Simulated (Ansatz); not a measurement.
**BP (triplet): the correlation ladder at distance B1–P2 = 2.843 Å, 6-31G**

How much of the correlation energy of BP (triplet) does each wave-function method recover here?

Computed with Ansatz 0.2.0, Gaussian basis. Level: 6-31G, core rule «outside noble gas», up to 6 orbitals frozen.

The runs, in order: UHF; CCSD(T) on ROHF; CCSD(T) on UHF; BCCD(T) on ROHF; CISD as a restricted active space (open shells left free, so some higher excitations enter); CCSDT(Q) on ROHF; CCSDT(Q) on UHF; CISDTQ; CCSDTQ on ROHF; CCSDTQ on UHF; CASSCF and MRCISD+Q, 4 electrons in 4 orbitals; CASSCF and NEVPT2, 4 electrons in 4 orbitals; CASSCF and MRCISD+Q, 8 electrons in 8 orbitals; CASSCF and NEVPT2, 8 electrons in 8 orbitals; Full CI.

22 further runs of the same task are left out: 1 for a known fault of the program, 16 that didn't finish, 5 set aside as unsound or not needed. Runs told in other sessions of the task aren't counted.

## 1. The system

The geometry derives from a PBE0/def2-TZVP stationary point (not a proven minimum). One bond is set to the value named and the two fragments are kept rigid.

2 atoms, charge 0, spin multiplicity 3.

Atoms are counted from 1 here; the program's logs count them from 0.

No contacts short enough for the rule that draws bonds.

## 2. UHF

in.yaml reads:

```yaml
crystal:
  periodic: [false, false, false]
  atoms:
    - {symbol: B, position_ang: [0.000000, 0.000000, 0.000000]}
    - {symbol: P, position_ang: [0.000000, 0.000000, 2.843000]}
basis:
  gaussian: {orbitals: 6-31G}
magnetization: {spin_polarized: true, initial_magnetization: 2}
hamiltonian: {xc: hf}
output: {orbitals: {seedname: orbitals}}
```

Started as:

```bash
> ansatz run in.yaml --threads 1 --pin off --events-out ev --progress --plain --max-ram 2393MiB
```

Further steps of the session: CCSD(T) on ROHF; CCSD(T) on UHF; BCCD(T) on ROHF; CISD as a restricted active space (open shells left free, so some higher excitations enter); CCSDT(Q) on ROHF; CCSDT(Q) on UHF; CISDTQ; CCSDTQ on ROHF; CCSDTQ on UHF; CASSCF and MRCISD+Q, 4 electrons in 4 orbitals; CASSCF and NEVPT2, 4 electrons in 4 orbitals; CASSCF and MRCISD+Q, 8 electrons in 8 orbitals; CASSCF and NEVPT2, 8 electrons in 8 orbitals; Full CI.

**Question.** What will the summary of the whole plan be? Wanted: FCI from the RHF energy; RMP2 from FCI; UMP2 from FCI; RCCSD from FCI; RCCSD(T) from FCI; UCCSD(T) from FCI; RCCSDT(Q) from FCI; UCCSDT(Q) from FCI; NEVPT2 pair from FCI.

**Answer**, as computed:

| quantity | value |
| --- | --- |
| FCI from the ROHF energy | -3.1030 eV |
| RMP2 from FCI | +1208.7 meV |
| UMP2 from FCI | +1110.3 meV |
| RCCSD from FCI | +113.0 meV |
| RCCSD(T) from FCI | +34.9 meV |
| UCCSD(T) from FCI | +36.1 meV |
| RCCSDT(Q) from FCI | +1.0 meV |
| UCCSDT(Q) from FCI | -1.5 meV |
| NEVPT2 pair from FCI | +781.5 meV |
| NEVPT2 valence from FCI | +271.6 meV |
| MRCISD+Q valence from FCI | +6.7 meV |
| levels within 1 kcal/mol (43 meV) | RCCSD(T), UCCSD(T), BCCD(T), RCCSDT, UCCSDT, CISDTQ, RCCSDT(Q), UCCSDT(Q), RCCSDTQ, UCCSDTQ, MRCISD valence, MRCISD+Q valence |
| T1 diagnostic | 0.056 |
| effectively unpaired electrons | 2.40 |

What this shows: RCCSD(T) misses by +34.9 meV, 1.1 % of the correlation energy. The occupations show static correlation (2.40 effectively unpaired electrons where one determinant has 2). Of the multireference levels listed MRCISD+Q valence comes nearest in total energy (+6.7 meV), which doesn't show that its space is the better one. These misses are within one basis, not against nature; the frozen cores of restricted and unrestricted runs differ, which can shift their rows.

Levels on UHF freeze UHF's core orbitals, full CI those of ROHF, so the U rows can settle a little off it for that reason alone.

With open shells the CI space here admits some higher excitations, so it is larger than plain CISD.
